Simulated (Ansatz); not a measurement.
The input, for Ansatz 0.2.0:

```yaml
crystal:
  periodic: [false, false, false]
  atoms:
    - {symbol: Si, position_ang: [0.000000, 0.000000, 0.000000]}
    - {symbol: N, position_ang: [0.000000, 0.000000, 2.033000]}
basis:
  gaussian: {orbitals: 6-31G}
magnetization: {spin_polarized: false, initial_magnetization: 3}
correlation: {method: fic_mrcisd_q_relaxed, electrons: outside_noble_gas, active_space: {window: {electrons: 9, orbitals: 7}, states: [{multiplicity: 4, weights: [1, 0.5, 0.5, 1]}, {multiplicity: 6, weights: [1]}], root: 1}}
accuracy: high
scf: {lower_state_search: off}
```

```sh
$ ansatz run in.yaml --threads 1 --pin off --events-out ev --progress --plain --max-ram 2393MiB
```

Log:

```
these checks for a lower state are left out or cut short: stability, starts, cluster_reference, orbital_swaps, neighbouring_geometries, increment
462 factors; integrals over basis functions are off by at most 3.1e-9 eV
mean field evaluation 1: about -9335.5069 eV, gradient 1.3e1 eV
mean field evaluation 2: about -9335.5666 eV, gradient 1.3e1 eV
mean field evaluation 4: about -9336.9649 eV, gradient 3.1e0 eV
mean field evaluation 8: about -9337.1784 eV, gradient 6.9e-1 eV
mean field evaluation 16: about -9337.1936 eV, gradient 8.5e-2 eV
mean field evaluation 32: about -9337.1942 eV, gradient 6.9e-7 eV
mean field -9337.19419616 eV, -343.1355577313 hartree, gradient 3.1e-8 eV, S^2 3.750000; 0 other end points of the search recorded, 0 dependent functions left out
reference -9337.19419616 eV, -343.1355577313 hartree; 12, 9 occupied and 10, 13 virtual orbitals, 462 factors
state -9338.86584435 eV, -343.1969896692 hartree
state -9338.85823029 eV, -343.1967098577 hartree
state -9338.82719328 eV, -343.1955692686 hartree
state -9337.92896972 eV, -343.1625601614 hartree
contracted CI cycle   1: correlation -0.00000000 eV, -0.0000000000 hartree, residual 1.19e1 eV
contracted CI cycle   2: correlation -2.40584700 eV, -0.0884132466 hartree, residual 2.41e0 eV
contracted CI cycle   3: correlation -2.54772243 eV, -0.0936270723 hartree, residual 9.91e-1 eV
contracted CI cycle   4: correlation -2.57184335 eV, -0.0945134998 hartree, residual 4.41e-1 eV
...
contracted CI cycle   7: correlation -2.59292725 eV, -0.0952883190 hartree, residual 1.58e-2 eV
contracted CI cycle   8: correlation -2.59293527 eV, -0.0952886135 hartree, residual 6.63e-3 eV
contracted CI cycle   9: correlation -2.59293686 eV, -0.0952886721 hartree, residual 2.27e-3 eV
contracted CI cycle  10: correlation -2.59293701 eV, -0.0952886776 hartree, residual 1.06e-3 eV
contracted CI cycle  11: correlation -2.59293704 eV, -0.0952886787 hartree, residual 2.85e-4 eV
contracted CI cycle  12: correlation -2.59293704 eV, -0.0952886788 hartree, residual 7.43e-5 eV
contracted CI cycle  13: correlation -2.59293704 eV, -0.0952886788 hartree, residual 2.04e-5 eV
contracted CI cycle  14: correlation -2.59293704 eV, -0.0952886788 hartree, residual 5.70e-6 eV
contracted CI cycle  15: correlation -2.59293704 eV, -0.0952886788 hartree, residual 2.26e-6 eV
contracted CI cycle  16: correlation -2.59293704 eV, -0.0952886788 hartree, residual 6.93e-7 eV
state -9337.57848063 eV, -343.1496799251 hartree; corrected -9340.36690367 eV, -343.2521525819 hartree
Total energy: -9341.63123918 eV, -343.2986160550 hartree
Checks for a lower state left out: stability, starts, cluster_reference, orbital_swaps, neighbouring_geometries, increment
```

Ran on 1 thread of Arm Neoverse V1, shared host: 3.4 s wall, 0.12 GiB peak host memory.
